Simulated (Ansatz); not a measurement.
## Ligand exchange: NaF + SiH3(OH) → NaOH + SiH3F

Species: NaF, singlet; SiH3(OH) (silanol), singlet; NaOH `[OH][Na]`, singlet; SiH3F `F[SiH3]`, singlet. The partners trade F for OH: Na–F and Si–OH bonds give way to Na–OH and Si–F.

Shapes, held fixed at every level: PBE0-D4/def2-TZVP. Programs: Ansatz 0.2.0. The zero-point and thermal change to 298 K, harmonic and unscaled (PBE0-D4/def2-TZVP), is -1.5 kJ/mol.

| level | kind | ΔH(298 K) (kJ/mol) | less CCSD(T)/def2-TZVPP | CPU time (sum over the molecules) |
| --- | --- | --- | --- | --- |
| HF/def2-SVP | Hartree–Fock | +37.3 | +7.8 | – |
| r2SCAN-D4/def2-TZVPP | meta-GGA | +33.1 | +3.6 | 11 s |
| B3LYP-D4/def2-TZVPP | global hybrid | +34.6 | +5.1 | 7.4 s |
| BHLYP-D4/def2-TZVPP | global hybrid | +33.8 | +4.3 | 6 s |
| B2PLYP/def2-TZVPP | double hybrid | +31.4 | +1.9 | 9.9 s |
| CCSD(T)/def2-SVP | coupled cluster or CI | +34.4 | +4.9 | 2.5 s |
| CCSD/def2-TZVPP | coupled cluster or CI | +29.5 | 0.0 | – |
| CCSD(T)/def2-TZVPP | coupled cluster or CI | +29.5 | 0.0 | 20 s |

The highest level, CCSD(T)/def2-TZVPP, gives ΔH(298 K) = +29.5 kJ/mol; the levels span +29.5 to +37.3. The column of differences is taken from that level and isn't an error. No measured value is set beside it here. Correlated rows may include outer-core shells of Na, which these sets cover unevenly. Times are processor times on shared x86 and Arm servers, and rough.
